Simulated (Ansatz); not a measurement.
C₃H₆FN, SMILES C=C(F)NC: a rigid torsion scan, run with Ansatz's Python interface.

`c3h6fn_torsion.py`:
```python
'''Rigid torsion scan of C3H6FN.'''

import ansatz as az
from ase import Atoms

atoms = Atoms(['C', 'C', 'F', 'N', 'C', 'H', 'H', 'H', 'H', 'H', 'H'], positions=[
    (-1.8035, 0.7388, -0.1261),
    (-0.5358, 0.6376, -0.0108),
    (0.1233, 1.6959, 0.4684),
    (0.245, -0.4775, -0.3383),
    (1.5265, -0.7282, 0.0957),
    (-2.4774, 0.0076, -0.5305),
    (-2.2962, 1.72, 0.149),
    (-0.3638, -1.3002, -0.4562),
    (1.932, -1.5946, -0.3356),
    (1.5523, -0.8822, 1.2189),
    (2.1629, 0.1257, -0.1138),
])

# relax first, so that the scan starts from a minimum
first = (
    az.Crystal.molecule_from_ase(atoms).calculation()
    .basis(gaussian='def2-SVP')  # the orbital basis, by name
    .functional('hf')
    .relax(force_tolerance=0.02, max_steps=80)  # relax until the tolerances are met
)
atoms.positions = first.run(threads=1, pin='off').report['positions_ang']

start = atoms.get_dihedral(2, 1, 0, 5)
energies = {}
for turn in range(0, 360, 40):
    turned = atoms.copy()
    turned.set_dihedral(2, 1, 0, 5, start + turn, indices=[0, 5, 6])
    calc = az.Crystal.molecule_from_ase(turned).calculation()
    calc = calc.basis(gaussian='def2-SVP')
    calc = calc.functional('hf')
    energies[round((start + turn) % 360)] = calc.run(threads=1, pin='off').report['free_energy_ev']
floor = min(energies.values())
print('dihedral F2-C1-C0-H5 (deg)   E - E(min) (eV)')
for angle, e in sorted(energies.items()):
    print(f'{angle:8d} {(e - floor):14.3f}  ' + '#' * int(30 * (e - floor) / max(max(energies.values()) - floor, 1e-9)))
```

Where along the turn do the lowest and the highest point lie, and how far apart are they?

The lowest point is at 183° and the highest at 263°, 2.803 eV (270.4 kJ/mol) above it, with the rest of the molecule held.

The output:

Running `python c3h6fn_torsion.py` prints:
```text
dihedral F2-C1-C0-H5 (deg)   E - E(min) (eV)
      23          0.214  ##
      63          1.776  ###################
     103          2.795  #############################
     143          0.825  ########
     183          0.000
     223          0.830  ########
     263          2.803  ##############################
     303          1.775  ##################
     343          0.213  ##
```

The scan is rigid and the energies are electronic, in a modest basis. With rigid groups the curve can differ much from the relaxed path, the start wasn't checked as a minimum of this torsion, and equivalent turns needn't return to the same energy. It ran for 32 s on 1 thread of Arm Neoverse V2, on a shared host, peak memory 0.27 GiB.

(A comment or docstring line of the script was reworded after the run, the code is as it ran; lines on the test bed's own set-up are left out of the output.)
